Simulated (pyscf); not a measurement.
This saddle point was located with ωB97X-D3(BJ)/def2-SVP in PySCF.

```xyz
10

N     -0.9284    -0.4250    -0.4202
Si    -2.2737    -0.8029     0.3861
H      0.0754    -0.8624    -0.8189
H     -2.7973    -2.1868     0.3971
H     -3.0547     0.1642     1.1880
Si     0.1087     1.1030    -0.4352
H      1.1716    -0.3541    -0.9678
H     -1.0284     2.0031     0.0742
H      1.1266     1.3451     0.6296
H      0.3711     1.6884    -1.7788
```

Surface: singlet, charge 0. Lowest wavenumbers (cm⁻¹): 1383i, 82, 156, 280, 395.

**Question.** What reaction is this the transition state of?

**Answer.** HN=SiH₂ + silane (SiH₄) ⇌ H₂Si=N–SiH₃ + hydrogen (H₂), a four-centre exchange read from left to right: H–N, H–Si broken and N–Si, H–H formed. At ωB97M-D3(BJ)/def2-TZVP it lies +35.7 kcal/mol from the left side and +49.0 kcal/mol from the right (each side as separated species at their lowest minima found). HN=SiH₂ lies 18.2 kcal/mol over its isomer H₂N–SiH: [singlet] (electronic energy, ωB97M-D3(BJ)/def2-TZVP). H₂Si=N–SiH₃ lies 10.1 kcal/mol over its isomer :HSi–NH–SiH₃ [singlet] (electronic energy, ωB97M-D3(BJ)/def2-TZVP). One saddle was located; it need not be the lowest between these sides.
